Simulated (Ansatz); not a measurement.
Two isomers of C6H12: A = `C/C=C/CCC`, B = `CC1CCCC1`.

Program: Ansatz. Geometries: PBE0-D4/def2-TZVP. ΔE: electronic, gas phase. CCSD(T)/CBS adds triple-zeta CCSD(T) − MP2 to the extrapolated MP2 energy (def2 sets, frozen cores). DFT in def2-TZVPP. B3LYP here is the variant with VWN-RPA as its local correlation; programs differ in this. One conformer a species, not always the lowest.

(1) Which is lower in electronic energy at CCSD(T)/CBS, and by how much? (Estimate.)

(2) Give E(B) − E(A) in kJ/mol with B2PLYP, CCSD(T)/def2-TZVPP, B3LYP-D4, BLYP-D4, PBE0-D4, LDA (SPW92), r2SCAN-D4. (Best estimate.)

Largest T1 diagnostic: 0.009.

Results:

(1) Ansatz gave: B, by 59.3 kJ/mol.

(2) The calculation gave: B2PLYP -48.3, CCSD(T)/def2-TZVPP -60.6, B3LYP-D4 -44.3, BLYP-D4 -33.6, PBE0-D4 -68.9, LDA (SPW92) -80.3, r2SCAN-D4 -57.7. None reverses the order clearly.

In def2-TZVPP, CCSD(T) changes the Hartree–Fock value by −19.0 kJ/mol (the triples alone add +0.5 kJ/mol) and MP2 by −27.5 kJ/mol. Leaving LDA and LC-ωPBE aside and taking each functional with its dispersion term where it has one, the values, not all of them listed here, spread over 42.4 kJ/mol, from PBE-QIDH to BLYP-D4. LDA lies −27.5 kJ/mol from PBE without D4.
